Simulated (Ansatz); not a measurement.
The Li atom.

Charge 0, multiplicity 2.

Q: List the PBE/def2-TZVPP orbital energies in eV (the Gaussian-basis code of Ansatz). (An estimate is asked.)

A: The calculation gave: α occupied: -51.71, -3.22. α empty: -1.12, -1.12, -1.12, 1.43, 6.18, 6.18, 6.18, 6.18. β occupied: -51.48. β empty: -0.38, 1.78, 1.78, 1.78, 3.18, 9.56, 9.56, 9.56. ⟨S²⟩ = 0.750.
